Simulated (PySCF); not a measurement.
Basis-set dependence of excited states

Compound: C5H7F.
SMILES: `FC1=CCCC1`

TDDFT with PBE0 (PySCF), vertical singlets, core orbitals frozen in the response, spherical d and f functions. Isolated species at its PBE0-D3(BJ)/def2-SVP geometry (one conformer only).

```
      basis  functions  diffuse  S1 (eV)  S2 (eV)  S3 (eV)  S4 (eV)  S5 (eV)  LUMO (eV)  α (au)
     6-31G*         98       no     7.35     7.97     8.61     8.78     8.80       1.21    48.9
   def2-SVP        119       no     7.23     7.31     8.19     8.32     8.55       0.89    50.4
    6-31+G*        122      yes     6.19     6.55     6.70     6.80     7.16       0.56    54.9
  def2-SVPD        179      yes     6.43     6.93     6.97     7.32     7.71       0.63    57.5
aug-cc-pVDZ        201      yes     5.70     6.25     6.28     6.35     6.90      -0.06    58.8
  def2-TZVP        228       no     6.74     6.96     7.52     7.81     8.02       0.73    56.5
 def2-TZVPD        288      yes     6.02     6.55     6.72     6.83     7.18       0.36    58.7
```

Compare the sets with the largest diffuse one.

States are compared by their number. Against the largest diffuse basis here (def2-TZVPD, itself not a converged limit), sets without diffuse functions differ by up to 1.34 eV in S1 and 1.62 eV in S5; the smaller diffuse sets differ by up to 0.41 and 0.53 eV. State by state, the largest deviation of a set without diffuse functions is S1 1.34, S2 1.42, S3 1.89, S4 1.95, S5 1.62 eV. The same number needn't mean the same state in each row. Against def2-TZVPD the polarisability deviates by -17% in 6-31G*, -14% in def2-SVP, -7% in 6-31+G*, -2% in def2-SVPD, 0% in aug-cc-pVDZ, -4% in def2-TZVP. A single + in a Pople set puts diffuse functions on heavy atoms only.
